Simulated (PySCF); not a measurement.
# C₄H₄F₂: core binding energies at several levels of theory, part 2 of 3

PySCF 2.14.0. Atoms count from 0. Earlier steps stand in the parts before.

### 5 X-ray photoelectron lines: PBE, X2C

What the job is given:

```
{"job": {"kind": "xps", "xc": "PBE"}, "charge": 0, "multiplicity": 1}
F     -2.137170     1.194160     0.075833
C     -1.485976    -0.005274     0.019592
C     -0.026047     0.166949     0.000200
C      1.090969     0.811696    -0.011667
F      1.718039     1.955762    -0.005249
C      1.286164    -0.642182    -0.028626
H     -1.776055    -0.618147     0.893141
H     -1.807853    -0.550723    -0.887137
H      1.608078    -1.176167     0.882176
H      1.579453    -1.157458    -0.959594
```

With the program's defaults for keys left out, this is: delta-SCF UKS PBE, pcX-2 on the ionised atom, pcseg-1 elsewhere, spin-free X2C.

The program printed:

```text
ground state, core basis on atom 0 (F), 135 functions
  cycle   1  E = -354.18004457  |g| = 5.95e-01
  cycle   2  E = -354.06549941  |g| = 1.03e+00
  cycle   3  E = -354.23895760  |g| = 1.40e-01
  cycle   4  E = -354.24206557  |g| = 7.22e-02
  cycle   5  E = -354.24310891  |g| = 3.03e-02
  cycle   6  E = -354.24331698  |g| = 5.29e-03
  cycle   7  E = -354.24332133  |g| = 2.19e-03
  cycle   8  E = -354.24332272  |g| = 2.27e-04
  E(ground) = -354.24358364 Eh
hole in F 1s of atom 0
  cycle   1  E = -327.92559780  |g| = 2.61e+00
  cycle   2  E = -326.32464815  |g| = 2.74e+00
  cycle   3  E = -328.14224374  |g| = 1.11e+00
  cycle   4  E = -328.67288202  |g| = 5.72e-01
  cycle   5  E = -328.74254227  |g| = 4.03e-01
  cycle   6  E = -328.82052089  |g| = 1.17e-01
  cycle   7  E = -328.82590253  |g| = 4.64e-02
  cycle   8  E = -328.82666989  |g| = 6.95e-03
  cycle   9  E = -328.82668213  |g| = 3.00e-03
  cycle  10  E = -328.82668568  |g| = 6.72e-04
  cycle  11  E = -328.82668621  |g| = 1.94e-04
  E(ion) = -328.82686952 Eh   <S^2> = 0.7545   hole on atom = 1.000   binding energy = 691.624 eV
ground state, core basis on atom 1 (C), 135 functions
  cycle   1  E = -354.19474215  |g| = 9.42e-02
  cycle   2  E = -354.19261840  |g| = 1.26e-01
  cycle   3  E = -354.19501921  |g| = 4.22e-02
  cycle   4  E = -354.19512454  |g| = 3.33e-02
  cycle   5  E = -354.19539369  |g| = 1.61e-03
  cycle   6  E = -354.19539276  |g| = 3.11e-04
  E(ground) = -354.19594392 Eh
hole in C 1s of atom 1
  cycle   1  E = -342.88940090  |g| = 1.52e+00
  cycle   2  E = -339.31424316  |g| = 2.92e+00
  cycle   3  E = -342.99611813  |g| = 9.78e-01
  cycle   4  E = -343.32625858  |g| = 5.42e-01
  cycle   5  E = -343.42206432  |g| = 1.55e-01
  cycle   6  E = -343.42517778  |g| = 1.25e-01
  cycle   7  E = -343.43250444  |g| = 3.24e-02
  cycle   8  E = -343.43291779  |g| = 5.18e-03
  cycle   9  E = -343.43292730  |g| = 2.51e-03
  cycle  10  E = -343.43292946  |g| = 6.39e-04
  cycle  11  E = -343.43293034  |g| = 3.32e-04
  E(ion) = -343.43345918 Eh   <S^2> = 0.7617   hole on atom = 1.000   binding energy = 292.862 eV
ground state, core basis on atom 2 (C), 135 functions
  cycle   1  E = -354.19620836  |g| = 7.67e-02
  cycle   2  E = -354.19587797  |g| = 4.82e-02
  cycle   3  E = -354.19574927  |g| = 5.28e-02
  cycle   4  E = -354.19628425  |g| = 1.88e-02
  cycle   5  E = -354.19636614  |g| = 2.26e-03
  cycle   6  E = -354.19636875  |g| = 4.25e-04
  E(ground) = -354.19660544 Eh
hole in C 1s of atom 2
  cycle   1  E = -342.95955548  |g| = 1.54e+00
  cycle   2  E = -341.28526667  |g| = 2.46e+00
  cycle   3  E = -343.34157716  |g| = 6.83e-01
  cycle   4  E = -343.44580507  |g| = 4.67e-01
  cycle   5  E = -343.51879625  |g| = 1.27e-01
  cycle   6  E = -343.52481411  |g| = 4.29e-02
  cycle   7  E = -343.52561142  |g| = 1.22e-02
  cycle   8  E = -343.52566943  |g| = 5.75e-03
  cycle   9  E = -343.52568435  |g| = 1.32e-03
  cycle  10  E = -343.52568655  |g| = 6.28e-04
  cycle  11  E = -343.52568711  |g| = 2.48e-04
  E(ion) = -343.52580635 Eh   <S^2> = 0.7712   hole on atom = 1.000   binding energy = 290.367 eV
ground state, core basis on atom 3 (C), 135 functions
  cycle   1  E = -354.19847230  |g| = 8.18e-02
  cycle   2  E = -354.19644367  |g| = 9.97e-02
  cycle   3  E = -354.19784475  |g| = 6.25e-02
  cycle   4  E = -354.19873636  |g| = 2.18e-02
  cycle   5  E = -354.19881754  |g| = 8.91e-04
  cycle   6  E = -354.19881807  |g| = 4.42e-04
  E(ground) = -354.19936521 Eh
hole in C 1s of atom 3
  cycle   1  E = -342.89513954  |g| = 1.53e+00
  cycle   2  E = -337.37481538  |g| = 3.54e+00
  cycle   3  E = -342.85796756  |g| = 1.26e+00
  cycle   4  E = -343.33926903  |g| = 5.76e-01
  cycle   5  E = -343.38798059  |g| = 4.29e-01
  cycle   6  E = -343.44964946  |g| = 1.38e-01
  cycle   7  E = -343.45777992  |g| = 4.12e-02
  cycle   8  E = -343.45848950  |g| = 1.13e-02
  cycle   9  E = -343.45854917  |g| = 3.43e-03
  cycle  10  E = -343.45855508  |g| = 1.31e-03
  cycle  11  E = -343.45855631  |g| = 5.41e-04
  cycle  12  E = -343.45855664  |g| = 4.22e-04
  E(ion) = -343.45892706 Eh   <S^2> = 0.7738   hole on atom = 1.000   binding energy = 292.262 eV
ground state, core basis on atom 4 (F), 135 functions
  cycle   1  E = -354.24261426  |g| = 1.41e-01
  cycle   2  E = -354.24119850  |g| = 1.07e-01
  cycle   3  E = -354.24113446  |g| = 1.06e-01
  cycle   4  E = -354.24281153  |g| = 2.60e-02
  cycle   5  E = -354.24298203  |g| = 1.23e-03
  cycle   6  E = -354.24298248  |g| = 6.36e-04
  cycle   7  E = -354.24298133  |g| = 1.23e-04
  E(ground) = -354.24328086 Eh
hole in F 1s of atom 4
  cycle   1  E = -327.87661634  |g| = 2.61e+00
  cycle   2  E = -326.40246466  |g| = 2.84e+00
  cycle   3  E = -327.89777521  |g| = 1.25e+00
  cycle   4  E = -328.52504454  |g| = 7.33e-01
  cycle   5  E = -328.77721737  |g| = 1.90e-01
  cycle   6  E = -328.78419633  |g| = 1.26e-01
  cycle   7  E = -328.78976622  |g| = 1.80e-02
  cycle   8  E = -328.78988897  |g| = 7.18e-03
  cycle   9  E = -328.78991229  |g| = 1.97e-03
  cycle  10  E = -328.78991432  |g| = 7.29e-04
  cycle  11  E = -328.78991484  |g| = 1.66e-04
  E(ion) = -328.79011330 Eh   <S^2> = 0.7549   hole on atom = 1.000   binding energy = 692.616 eV
ground state, core basis on atom 5 (C), 135 functions
  cycle   1  E = -354.19198674  |g| = 9.97e-02
  cycle   2  E = -354.18909327  |g| = 1.46e-01
  cycle   3  E = -354.19243366  |g| = 4.10e-02
  cycle   4  E = -354.19251125  |g| = 3.31e-02
  cycle   5  E = -354.19278629  |g| = 1.23e-03
  cycle   6  E = -354.19278580  |g| = 4.72e-04
  E(ground) = -354.19325026 Eh
hole in C 1s of atom 5
  cycle   1  E = -342.95204638  |g| = 1.52e+00
  cycle   2  E = -341.53201147  |g| = 2.31e+00
  cycle   3  E = -343.40155382  |g| = 5.32e-01
  cycle   4  E = -343.44652191  |g| = 4.36e-01
  cycle   5  E = -343.50222212  |g| = 1.22e-01
  cycle   6  E = -343.50717254  |g| = 6.18e-02
  cycle   7  E = -343.50894782  |g| = 1.64e-02
  cycle   8  E = -343.50907492  |g| = 3.49e-03
  cycle   9  E = -343.50907957  |g| = 2.10e-03
  cycle  10  E = -343.50908090  |g| = 2.77e-04
  E(ion) = -343.50948617 Eh   <S^2> = 0.7623   hole on atom = 1.000   binding energy = 290.720 eV
```

Wall time 18 s (1 thread of Arm Neoverse V2, shared host); peak memory 0.5 GiB.

The holes in one table. −ε is the ground-state orbital energy:

| hole | stands for | environment | ΔSCF (eV) | −ε (eV) | ⟨S²⟩ |
| --- | --- | --- | --- | --- | --- |
| F1s on F0 | F0 | fluorine on an sp3 carbon | 691.62 | 660.5 | 0.755 |
| C1s on C1 | C1 | allylic sp3 CH2 bonded to F | 292.86 | 271.8 | 0.762 |
| C1s on C2 | C2 | fully substituted alkene carbon | 290.37 | 269.9 | 0.771 |
| C1s on C3 | C3 | fully substituted alkene carbon bonded to F | 292.26 | 271.7 | 0.774 |
| F1s on F4 | F4 | vinylic fluorine | 692.62 | 661.8 | 0.755 |
| C1s on C5 | C5 | three-membered-ring carbon | 290.72 | 270.0 | 0.762 |

### 6 Core holes by ΔSCF: HF, X2C

Settings changed since step 5:

```diff
@@ -1,2 +1,2 @@
-{"job": {"kind": "xps", "xc": "PBE"}, "charge": 0, "multiplicity": 1}
+{"job": {"kind": "xps", "xc": "HF"}, "charge": 0, "multiplicity": 1}
 F     -2.137170     1.194160     0.075833
```

With the program's defaults for keys left out, this is: delta-SCF UKS HF, pcX-2 on the ionised atom, pcseg-1 elsewhere, spin-free X2C.

The program printed:

```text
ground state, core basis on atom 0 (F), 135 functions
  cycle   1  E = -352.62614273  |g| = 7.03e-01
  cycle   2  E = -352.72225728  |g| = 3.87e-01
  cycle   3  E = -352.74694664  |g| = 7.59e-02
  cycle   4  E = -352.74848144  |g| = 2.15e-02
  cycle   5  E = -352.74863166  |g| = 5.51e-03
  cycle   6  E = -352.74864263  |g| = 2.14e-03
  cycle   7  E = -352.74864474  |g| = 6.57e-04
  cycle   8  E = -352.74864495  |g| = 1.65e-04
  E(ground) = -352.74864495 Eh
hole in F 1s of atom 0
  cycle   1  E = -326.43064584  |g| = 2.56e+00
  cycle   2  E = -327.09713255  |g| = 1.17e+00
  cycle   3  E = -327.31931802  |g| = 8.39e-02
  cycle   4  E = -327.32124242  |g| = 1.86e-02
  cycle   5  E = -327.32147606  |g| = 9.54e-03
  cycle   6  E = -327.32153529  |g| = 3.57e-03
  cycle   7  E = -327.32154475  |g| = 1.19e-03
  cycle   8  E = -327.32154612  |g| = 4.64e-04
  E(ion) = -327.32154612 Eh   <S^2> = 0.7615   hole on atom = 1.000   binding energy = 691.907 eV
ground state, core basis on atom 1 (C), 135 functions
  cycle   1  E = -352.69774130  |g| = 5.66e-02
  cycle   2  E = -352.69806012  |g| = 3.35e-02
  cycle   3  E = -352.69823058  |g| = 3.15e-03
  cycle   4  E = -352.69823355  |g| = 1.12e-03
  cycle   5  E = -352.69823389  |g| = 3.83e-04
  E(ground) = -352.69823389 Eh
hole in C 1s of atom 1
  cycle   1  E = -341.34989312  |g| = 1.48e+00
  cycle   2  E = -341.67051571  |g| = 8.13e-01
  cycle   3  E = -341.87786494  |g| = 1.67e-01
  cycle   4  E = -341.88829093  |g| = 5.15e-02
  cycle   5  E = -341.88960425  |g| = 1.90e-02
  cycle   6  E = -341.89019736  |g| = 1.27e-02
  cycle   7  E = -341.89060236  |g| = 7.00e-03
  cycle   8  E = -341.89074336  |g| = 3.49e-03
  cycle   9  E = -341.89077870  |g| = 2.41e-03
  cycle  10  E = -341.89079876  |g| = 1.80e-03
  cycle  11  E = -341.89081870  |g| = 1.41e-03
  cycle  12  E = -341.89082982  |g| = 1.26e-03
  cycle  13  E = -341.89084423  |g| = 1.06e-03
  cycle  14  E = -341.89086330  |g| = 6.79e-04
  cycle  15  E = -341.89087271  |g| = 2.69e-04
  E(ion) = -341.89087271 Eh   <S^2> = 0.8088   hole on atom = 1.000   binding energy = 294.083 eV
ground state, core basis on atom 2 (C), 135 functions
  cycle   1  E = -352.70199931  |g| = 3.41e-02
  cycle   2  E = -352.70217580  |g| = 6.64e-03
  cycle   3  E = -352.70218818  |g| = 3.27e-03
  cycle   4  E = -352.70219079  |g| = 7.67e-04
  cycle   5  E = -352.70219103  |g| = 3.14e-04
  E(ground) = -352.70219103 Eh
hole in C 1s of atom 2
  cycle   1  E = -341.43391126  |g| = 1.51e+00
  cycle   2  E = -341.69055023  |g| = 9.59e-01
  cycle   3  E = -341.99147493  |g| = 1.62e-01
  cycle   4  E = -342.00305867  |g| = 4.58e-02
  cycle   5  E = -342.00456166  |g| = 2.35e-02
  cycle   6  E = -342.00582438  |g| = 1.71e-02
  cycle   7  E = -342.00687638  |g| = 1.26e-02
  cycle   8  E = -342.00775288  |g| = 8.84e-03
  cycle   9  E = -342.00823975  |g| = 4.74e-03
  cycle  10  E = -342.00839765  |g| = 2.35e-03
  cycle  11  E = -342.00842527  |g| = 1.02e-03
  cycle  12  E = -342.00842820  |g| = 6.08e-04
  cycle  13  E = -342.00842908  |g| = 3.42e-04
  E(ion) = -342.00842908 Eh   <S^2> = 0.9276   hole on atom = 1.000   binding energy = 290.992 eV
ground state, core basis on atom 3 (C), 135 functions
  cycle   1  E = -352.70459207  |g| = 3.79e-02
  cycle   2  E = -352.70481322  |g| = 1.45e-02
  cycle   3  E = -352.70485520  |g| = 5.91e-03
  cycle   4  E = -352.70486404  |g| = 7.18e-04
  cycle   5  E = -352.70486431  |g| = 3.27e-04
  E(ground) = -352.70486431 Eh
hole in C 1s of atom 3
  cycle   1  E = -341.35527752  |g| = 1.50e+00
  cycle   2  E = -341.61069929  |g| = 9.81e-01
  cycle   3  E = -341.91284347  |g| = 1.61e-01
  cycle   4  E = -341.92518445  |g| = 4.77e-02
  cycle   5  E = -341.92712586  |g| = 2.68e-02
  cycle   6  E = -341.92871424  |g| = 1.99e-02
  cycle   7  E = -341.93008705  |g| = 1.54e-02
  cycle   8  E = -341.93128160  |g| = 1.14e-02
  cycle   9  E = -341.93222142  |g| = 6.67e-03
  cycle  10  E = -341.93254997  |g| = 3.08e-03
  cycle  11  E = -341.93260119  |g| = 1.20e-03
  cycle  12  E = -341.93260560  |g| = 6.45e-04
  cycle  13  E = -341.93260641  |g| = 3.73e-04
  E(ion) = -341.93260641 Eh   <S^2> = 0.9915   hole on atom = 1.000   binding energy = 293.128 eV
ground state, core basis on atom 4 (F), 135 functions
  cycle   1  E = -352.75014564  |g| = 4.22e-02
  cycle   2  E = -352.75030320  |g| = 1.09e-02
  cycle   3  E = -352.75032312  |g| = 5.84e-03
  cycle   4  E = -352.75032875  |g| = 9.03e-04
  cycle   5  E = -352.75032920  |g| = 2.65e-04
  E(ground) = -352.75032920 Eh
hole in F 1s of atom 4
  cycle   1  E = -326.38344765  |g| = 2.56e+00
  cycle   2  E = -327.02324662  |g| = 1.21e+00
  cycle   3  E = -327.27703649  |g| = 1.26e-01
  cycle   4  E = -327.28190363  |g| = 6.05e-02
  cycle   5  E = -327.28352014  |g| = 1.36e-02
  cycle   6  E = -327.28372470  |g| = 6.09e-03
  cycle   7  E = -327.28376866  |g| = 2.66e-03
  cycle   8  E = -327.28378450  |g| = 1.76e-03
  cycle   9  E = -327.28379445  |g| = 1.56e-03
  cycle  10  E = -327.28380467  |g| = 1.45e-03
  cycle  11  E = -327.28382555  |g| = 1.30e-03
  cycle  12  E = -327.28385626  |g| = 1.09e-03
  cycle  13  E = -327.28388717  |g| = 8.11e-04
  cycle  14  E = -327.28390388  |g| = 5.37e-04
  cycle  15  E = -327.28391056  |g| = 2.01e-04
  E(ion) = -327.28391056 Eh   <S^2> = 0.7817   hole on atom = 1.000   binding energy = 692.977 eV
ground state, core basis on atom 5 (C), 135 functions
  cycle   1  E = -352.69645360  |g| = 6.18e-02
  cycle   2  E = -352.69685328  |g| = 3.71e-02
  cycle   3  E = -352.69706613  |g| = 3.30e-03
  cycle   4  E = -352.69706946  |g| = 7.19e-04
  cycle   5  E = -352.69706966  |g| = 3.50e-04
  E(ground) = -352.69706966 Eh
hole in C 1s of atom 5
  cycle   1  E = -341.42166853  |g| = 1.49e+00
  cycle   2  E = -341.74627433  |g| = 8.30e-01
  cycle   3  E = -341.97073238  |g| = 1.24e-01
  cycle   4  E = -341.97732921  |g| = 3.04e-02
  cycle   5  E = -341.97806911  |g| = 1.80e-02
  cycle   6  E = -341.97862909  |g| = 1.11e-02
  cycle   7  E = -341.97894182  |g| = 5.22e-03
  cycle   8  E = -341.97902105  |g| = 1.83e-03
  cycle   9  E = -341.97902923  |g| = 7.47e-04
  cycle  10  E = -341.97903045  |g| = 5.11e-04
  cycle  11  E = -341.97903120  |g| = 4.12e-04
  E(ion) = -341.97903120 Eh   <S^2> = 0.7988   hole on atom = 1.000   binding energy = 291.653 eV
```

Run time: 21 s. Hardware: 1 thread of Arm Neoverse V2, shared host; peak memory 0.5 GiB.

Binding energies by hole, beside the orbital energy of the ground state; the difference holds orbital relaxation and, for a density functional, its self-interaction error:

| hole | stands for | environment | ΔSCF (eV) | −ε (eV) | ⟨S²⟩ |
| --- | --- | --- | --- | --- | --- |
| F1s on F0 | F0 | fluorine on an sp3 carbon | 691.91 | 716.1 | 0.762 |
| C1s on C1 | C1 | allylic sp3 CH2 bonded to F | 294.08 | 308.8 | 0.809 |
| C1s on C2 | C2 | fully substituted alkene carbon | 290.99 (doubtful) | 306.6 | 0.928 |
| C1s on C3 | C3 | fully substituted alkene carbon bonded to F | 293.13 (doubtful) | 308.8 | 0.992 |
| F1s on F4 | F4 | vinylic fluorine | 692.98 | 717.5 | 0.782 |
| C1s on C5 | C5 | three-membered-ring carbon | 291.65 | 306.8 | 0.799 |

Doubtful: the ion did not converge, its hole moved, or its ⟨S²⟩ is well above 0.75.

### 7 Core-electron binding energies: SCAN, X2C

Settings changed since step 6:

```diff
@@ -1,2 +1,2 @@
-{"job": {"kind": "xps", "xc": "HF"}, "charge": 0, "multiplicity": 1}
+{"job": {"kind": "xps", "basis": "pcX-1"}, "charge": 0, "multiplicity": 1}
 F     -2.137170     1.194160     0.075833
```

Level: delta-SCF UKS SCAN, pcX-1 on the ionised atom, pcseg-1 elsewhere, spin-free X2C.

The program printed:

```text
ground state, core basis on atom 0 (F), 114 functions
  cycle   1  E = -354.36055747  |g| = 6.31e-01
  cycle   2  E = -354.29017952  |g| = 9.43e-01
  cycle   3  E = -354.42229456  |g| = 9.98e-02
  cycle   4  E = -354.42403301  |g| = 3.48e-02
  cycle   5  E = -354.42431289  |g| = 1.06e-02
  cycle   6  E = -354.42433033  |g| = 6.84e-03
  cycle   7  E = -354.42434155  |g| = 2.15e-03
  cycle   8  E = -354.42434136  |g| = 4.87e-04
  E(ground) = -354.42682806 Eh
hole in F 1s of atom 0
  cycle   1  E = -328.08795680  |g| = 2.57e+00
  cycle   2  E = -326.75186127  |g| = 2.47e+00
  cycle   3  E = -328.34765516  |g| = 1.04e+00
  cycle   4  E = -328.86385441  |g| = 4.49e-01
  cycle   5  E = -328.90053161  |g| = 3.22e-01
  cycle   6  E = -328.95256582  |g| = 8.89e-02
  cycle   7  E = -328.95565014  |g| = 3.37e-02
  cycle   8  E = -328.95603178  |g| = 6.14e-03
  cycle   9  E = -328.95604499  |g| = 2.33e-03
  cycle  10  E = -328.95604732  |g| = 7.63e-04
  cycle  11  E = -328.95604772  |g| = 2.55e-04
  E(ion) = -328.96455002 Eh   <S^2> = 0.7566   hole on atom = 1.000   binding energy = 692.864 eV
ground state, core basis on atom 1 (C), 114 functions
  cycle   1  E = -354.42728364  |g| = 4.13e-02
  cycle   2  E = -354.42712343  |g| = 4.85e-02
  cycle   3  E = -354.42756886  |g| = 7.31e-03
  cycle   4  E = -354.42757260  |g| = 5.32e-03
  cycle   5  E = -354.42757973  |g| = 1.83e-03
  cycle   6  E = -354.42757951  |g| = 3.10e-04
  E(ground) = -354.42762118 Eh
hole in C 1s of atom 1
  cycle   1  E = -343.08122020  |g| = 1.50e+00
  cycle   2  E = -340.11313436  |g| = 2.61e+00
  cycle   3  E = -343.24243464  |g| = 9.20e-01
  cycle   4  E = -343.55848217  |g| = 4.36e-01
  cycle   5  E = -343.62004727  |g| = 1.25e-01
  cycle   6  E = -343.62403471  |g| = 6.55e-02
  cycle   7  E = -343.62595587  |g| = 2.85e-02
  cycle   8  E = -343.62629747  |g| = 6.58e-03
  cycle   9  E = -343.62633145  |g| = 2.91e-03
  cycle  10  E = -343.62634097  |g| = 2.05e-03
  cycle  11  E = -343.62634535  |g| = 1.05e-03
  cycle  12  E = -343.62634786  |g| = 7.85e-04
  cycle  13  E = -343.62634870  |g| = 4.73e-04
  E(ion) = -343.62780046 Eh   <S^2> = 0.7733   hole on atom = 1.000   binding energy = 293.878 eV
ground state, core basis on atom 2 (C), 114 functions
  cycle   1  E = -354.42877524  |g| = 4.52e-02
  cycle   2  E = -354.42814099  |g| = 6.77e-02
  cycle   3  E = -354.42912641  |g| = 1.85e-02
  cycle   4  E = -354.42920509  |g| = 5.12e-03
  cycle   5  E = -354.42921334  |g| = 2.08e-03
  cycle   6  E = -354.42921123  |g| = 2.81e-04
  E(ground) = -354.43061665 Eh
hole in C 1s of atom 2
  cycle   1  E = -343.15595912  |g| = 1.52e+00
  cycle   2  E = -341.97385018  |g| = 2.14e+00
  cycle   3  E = -343.55386292  |g| = 6.56e-01
  cycle   4  E = -343.68018104  |g| = 3.55e-01
  cycle   5  E = -343.72256308  |g| = 1.06e-01
  cycle   6  E = -343.72669951  |g| = 3.49e-02
  cycle   7  E = -343.72729010  |g| = 1.10e-02
  cycle   8  E = -343.72737967  |g| = 6.84e-03
  cycle   9  E = -343.72742874  |g| = 3.02e-03
  cycle  10  E = -343.72744904  |g| = 2.09e-03
  cycle  11  E = -343.72745295  |g| = 9.08e-04
  cycle  12  E = -343.72745386  |g| = 4.81e-04
  E(ion) = -343.72870890 Eh   <S^2> = 0.7985   hole on atom = 1.000   binding energy = 291.214 eV
ground state, core basis on atom 3 (C), 114 functions
  cycle   1  E = -354.42806598  |g| = 4.58e-02
  cycle   2  E = -354.42622781  |g| = 9.64e-02
  cycle   3  E = -354.42847007  |g| = 1.18e-02
  cycle   4  E = -354.42849392  |g| = 6.78e-03
  cycle   5  E = -354.42850129  |g| = 9.48e-04
  cycle   6  E = -354.42850207  |g| = 2.66e-04
  E(ground) = -354.42957460 Eh
hole in C 1s of atom 3
  cycle   1  E = -343.08116694  |g| = 1.51e+00
  cycle   2  E = -340.11931743  |g| = 2.76e+00
  cycle   3  E = -343.24435809  |g| = 9.82e-01
  cycle   4  E = -343.54932398  |g| = 5.17e-01
  cycle   5  E = -343.62589383  |g| = 2.55e-01
  cycle   6  E = -343.64640539  |g| = 1.02e-01
  cycle   7  E = -343.65042288  |g| = 2.43e-02
  cycle   8  E = -343.65070822  |g| = 7.19e-03
  cycle   9  E = -343.65075920  |g| = 4.02e-03
  cycle  10  E = -343.65078723  |g| = 2.97e-03
  cycle  11  E = -343.65080339  |g| = 1.61e-03
  cycle  12  E = -343.65080893  |g| = 7.81e-04
  cycle  13  E = -343.65080912  |g| = 4.45e-04
  E(ion) = -343.65217215 Eh   <S^2> = 0.8077   hole on atom = 1.000   binding energy = 293.268 eV
ground state, core basis on atom 4 (F), 114 functions
  cycle   1  E = -354.42559523  |g| = 4.23e-02
  cycle   2  E = -354.42505185  |g| = 5.80e-02
  cycle   3  E = -354.42576462  |g| = 1.57e-02
  cycle   4  E = -354.42579397  |g| = 1.24e-02
  cycle   5  E = -354.42582650  |g| = 1.35e-03
  cycle   6  E = -354.42582797  |g| = 3.91e-04
  E(ground) = -354.42844527 Eh
hole in F 1s of atom 4
  cycle   1  E = -328.03232278  |g| = 2.57e+00
  cycle   2  E = -327.12165371  |g| = 2.49e+00
  cycle   3  E = -328.25038777  |g| = 1.08e+00
  cycle   4  E = -328.74315787  |g| = 5.93e-01
  cycle   5  E = -328.91283162  |g| = 1.23e-01
  cycle   6  E = -328.91636987  |g| = 7.77e-02
  cycle   7  E = -328.91851550  |g| = 1.33e-02
  cycle   8  E = -328.91858187  |g| = 6.77e-03
  cycle   9  E = -328.91860923  |g| = 2.13e-03
  cycle  10  E = -328.91861706  |g| = 1.61e-03
  cycle  11  E = -328.91862673  |g| = 1.38e-03
  cycle  12  E = -328.91864848  |g| = 9.71e-04
  cycle  13  E = -328.91865842  |g| = 5.83e-04
  cycle  14  E = -328.91865874  |g| = 2.34e-04
  E(ion) = -328.92724457 Eh   <S^2> = 0.7644   hole on atom = 1.000   binding energy = 693.923 eV
ground state, core basis on atom 5 (C), 114 functions
  cycle   1  E = -354.42815424  |g| = 3.54e-02
  cycle   2  E = -354.42792944  |g| = 4.62e-02
  cycle   3  E = -354.42836012  |g| = 7.32e-03
  cycle   4  E = -354.42836297  |g| = 6.84e-03
  cycle   5  E = -354.42837382  |g| = 1.45e-03
  cycle   6  E = -354.42837386  |g| = 1.91e-04
  E(ground) = -354.42877919 Eh
hole in C 1s of atom 5
  cycle   1  E = -343.14892484  |g| = 1.50e+00
  cycle   2  E = -342.22385490  |g| = 1.98e+00
  cycle   3  E = -343.62153258  |g| = 4.84e-01
  cycle   4  E = -343.67717619  |g| = 3.21e-01
  cycle   5  E = -343.70734054  |g| = 8.94e-02
  cycle   6  E = -343.70977294  |g| = 4.40e-02
  cycle   7  E = -343.71068994  |g| = 1.41e-02
  cycle   8  E = -343.71079840  |g| = 4.64e-03
  cycle   9  E = -343.71081808  |g| = 2.81e-03
  cycle  10  E = -343.71082310  |g| = 1.44e-03
  cycle  11  E = -343.71082411  |g| = 3.73e-04
  E(ion) = -343.71130484 Eh   <S^2> = 0.7747   hole on atom = 1.000   binding energy = 291.637 eV
```

Wall time 24 s (1 thread of Arm Neoverse V2, shared host); peak memory 0.5 GiB.

Binding energies by hole, beside the orbital energy of the ground state; the difference holds orbital relaxation and, for a density functional, its self-interaction error:

| hole | stands for | environment | ΔSCF (eV) | −ε (eV) | ⟨S²⟩ |
| --- | --- | --- | --- | --- | --- |
| F1s on F0 | F0 | fluorine on an sp3 carbon | 692.86 | 666.1 | 0.757 |
| C1s on C1 | C1 | allylic sp3 CH2 bonded to F | 293.88 | 276.4 | 0.773 |
| C1s on C2 | C2 | fully substituted alkene carbon | 291.21 | 274.4 | 0.799 |
| C1s on C3 | C3 | fully substituted alkene carbon bonded to F | 293.27 | 276.4 | 0.808 |
| F1s on F4 | F4 | vinylic fluorine | 693.92 | 667.7 | 0.764 |
| C1s on C5 | C5 | three-membered-ring carbon | 291.64 | 274.6 | 0.775 |

(Part 2 of 3 ends here.)
